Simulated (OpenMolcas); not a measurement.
A ladder of methods for BN (boron nitride)

The species is BN (2 atoms), meant as a triplet with charge 0. SMILES: `B#N`. Geometry: relaxed at GFN2-xTB.

```xyz
2

B     0.0000    0.0000    0.0000
N     0.0000    0.0000    1.2684
```

Each level gives the energy change with the B1–N2 bond stretched from 1.268 to 2.220 Å (eV). The values are calculated.

| level | kind | program | value (eV) | less FCI/STO-3G |
| --- | --- | --- | --- | --- |
| ROHF/STO-3G | Hartree–Fock | OpenMolcas | 3.50 | +0.54 |
| USVWN5/STO-3G | LDA | OpenMolcas | 4.06 | +1.10 |
| UPBE/STO-3G | GGA | OpenMolcas | 3.61 | +0.65 |
| U-r2SCAN/STO-3G | meta-GGA | OpenMolcas | 3.70 | +0.74 |
| UM06-2X/STO-3G | hybrid meta-GGA | OpenMolcas | 3.57 | +0.61 |
| ROCCSD(T)/STO-3G | coupled cluster or CI | OpenMolcas | 2.94 | -0.02 |
| FCI/STO-3G | exact in the basis | OpenMolcas | 2.96 | 0.00 |

FCI/STO-3G is exact within its basis and frozen core, so for wave-function methods in that basis the difference is their error; functionals converge differently with the basis, so for them it is only a difference. The first shape isn't each level's own minimum. The values span 2.94 to 4.06 eV. Spin contamination of the reference (⟨S²⟩ at least 0.1 too high) touches U-r2SCAN/STO-3G, UM06-2X/STO-3G. All rows use very small basis sets, so even the best lies far from the true value.
